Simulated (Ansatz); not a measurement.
Relaxation of C3H5ClO2 (11 atoms, charge 0, multiplicity 1), to a largest force component of 0.015 eV/Å in at most 40 steps.

The calculation used RKS PBE0/def2-mTZVP (Ansatz 0.2.0).

```xyz
11
Properties=species:S:1:pos:R:3
C 0.288 -0.523 1.500
C 0.390 0.294 0.202
O -0.746 1.160 0.038
C 0.072 2.212 -0.207
Cl 0.238 2.768 -1.836
O 1.215 1.466 0.294
H 1.200 -0.987 1.748
H -0.510 -1.216 1.407
H -0.009 0.210 2.357
H 0.627 -0.320 -0.683
H -0.122 3.060 0.558
```

**Question.** Where does it end, and by what steps?

**Answer.** It converged. After 7 steps the energy has fallen by 0.569 eV; C4 moved furthest, 0.10 Å.

| step | energy less start (eV) | largest force component (eV/Å) | accepted |
| --- | --- | --- | --- |
| 0 | 0.0000 | 4.489 | yes |
| 1 | -0.4575 | 1.978 | yes |
| 2 | -0.5502 | 0.660 | yes |
| 3 | -0.5590 | 0.302 | yes |
| 4 | -0.5680 | 0.084 | yes |
| 5 | -0.5685 | 0.024 | yes |
| 6 | -0.5687 | 0.035 | yes |
| 7 | -0.5688 | 0.004 | yes |

```xyz
11
Properties=species:S:1:pos:R:3
C 0.272 -0.476 1.508
C 0.353 0.298 0.238
O -0.786 1.130 -0.029
C 0.104 2.188 -0.119
Cl 0.279 2.821 -1.828
O 1.204 1.453 0.294
H 1.227 -0.969 1.701
H -0.499 -1.245 1.422
H 0.031 0.183 2.342
H 0.595 -0.324 -0.632
H -0.136 3.066 0.478
```

Whether the end is a true minimum wasn't checked by a vibrational analysis.

The run took 42 s on 2 threads of Arm Neoverse V1, on a shared host, peak memory 0.39 GiB.
